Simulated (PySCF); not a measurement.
C2H4N (doublet state).
Z-matrix (Å and degrees, GFN2-xTB geometry), rows numbered from 1:
```
C 
C   1  1.3836
N   2  1.2980  1  120.04
H   1  1.0745  2  121.57  3   179.96
H   1  1.0750  2  119.42  3     0.05
H   2  1.0978  1  117.19  3   179.95
H   3  1.0168  2  114.39  1  -179.91
```

The hyperfine couplings belong to this conformer and change with its torsions.

The species is `C(/[CH2])=N\[H]` [radical].

Level of theory: UKS B3LYP, pcH-1 on C H N, non-relativistic, mean-field spin-orbit, GIAO (PySCF). Geometry: GFN2-xTB; no solvent, vibrations or thermal averaging. The geometry wasn't refined by DFT: couplings that depend on bond lengths, twists or pyramidal angles can differ widely from those at the functional's own minimum. ⟨S²⟩ is 0.776 where a pure state has 0.75.

Question: Match the computed a_iso(13C) values +60.4, -49.1 MHz with the sites C1; C2.

Answer: 
```tsv
site	a_iso (MHz)	ρ(0) (bohr⁻³)	position	distance from C1 (Å)	spin population	largest |T| (MHz)
C1	+60.4	+0.0537	largest spin population	0.00	+0.78	116.9
C2	-49.1	-0.0437	1 bond from N3	1.38	-0.23	28.6
```

ρ(0) is the spin density at the nucleus and T the dipolar tensor. The Mulliken spin populations are largest on C1 (+0.78), N3 (+0.53) and C2 (-0.23). The positive populations add up to 1.32 and the negative ones to -0.32, together 2S = 1. The angles at C1 add up to 360.0°, so it is planar; its axial dipolar tensor and the negative couplings of its protons fit spin in a p orbital normal to that plane. Main spin sites, with 60 % or more of the largest population: C1, N3; positions count bonds from the nearest.

Examples of negative spin density at the nucleus (bohr⁻³): C2 (-0.0437), H4 (-0.0107) and H5 (-0.0104).

H4 and H5 aren't averaged: C1 is flat or nearly so (angle sum 360°), and its turn about the short C1–C2 bond (1.38 Å) is taken as slow.
